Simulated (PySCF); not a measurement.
Cartesian coordinates (Å):
```xyz
5

C      0.8042    -0.2919     0.1065
C     -0.4712    -0.0438     0.0319
H      1.7369     0.1967    -0.1334
H     -0.8505     0.8978    -0.3717
H     -1.2194    -0.7586     0.3663
```
Charge 0, spin multiplicity 2.

**Question.** Estimate the dipole moment, total energy and highest occupied spin orbital that PBE-D3(BJ)/def2-TZVP // PBE0-D4/def2-TZVP (PySCF) returns for this input.

**Answer.** 
| Quantity | Result |
|---|---|
| dipole moment | 0.73 D |
| total energy | -2117.63 eV |
| highest occupied spin orbital | -5.44 eV |
